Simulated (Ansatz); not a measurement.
For hcp Be, PBEsol (Ansatz, a program for electronic structure, PAW) gives:

| Property | Result |
|---|---|
| lattice constant a | 2.257 Å |
| lattice parameter c | 3.553 Å |

Problem. What does r²SCAN-D4 in Ansatz (plane waves, PAW) give for the same quantities?

Solution. 
- lattice constant a: 2.257 Å (stays essentially unchanged)
- lattice parameter c: 3.561 Å (rises by 0.2 %)

For comparison: lattice constant a 2.286 Å (measured, 293 K, not corrected to a static lattice, sources range from 2.286 to 2.290; as tabulated in Wikipedia's data pages); lattice parameter c 3.584 Å (measured, 293 K, not corrected to a static lattice; as tabulated in Wikipedia's data pages).

Changes are worked out from the printed values.

Unless a cell is named, each level is at its own relaxed cell (PBEsol 7.84, r²SCAN-D4 7.85 Å³/atom).

Ansatz's density-functional and Hartree–Fock values are scalar-relativistic unless marked +SOC, with PAW data made under PBE.
